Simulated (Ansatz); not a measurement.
We consider bcc Cs, described by PBEsol in Ansatz (plane waves, PAW).

A relaxed, unreconstructed slab of the (210) face has 10 atoms, two equal faces of 80.597 Å² each and an energy of -55857.1143 eV. A bulk cell of 10 atoms with the same orientation and in-plane k mesh has -55857.9492 eV. Energies are extrapolated to zero smearing.

Numerical settings: plane-wave cutoff 500 eV, 10×4×1 k mesh (along the axes of the cell as run), Fermi–Dirac smearing 0.1 eV, scalar-relativistic PAW data made under PBE.

Worked out: γ = (E_slab − N E_bulk per atom)/2A = [-55857.1143 − 10 × (-55857.9492/10)]/(2 × 80.597) = 0.0052 eV/Å². With 16.022 J/m² per eV/Å² this is 0.08 J/m², or 0.42 eV per surface cell and face.

Ansatz is a program for electronic structure.
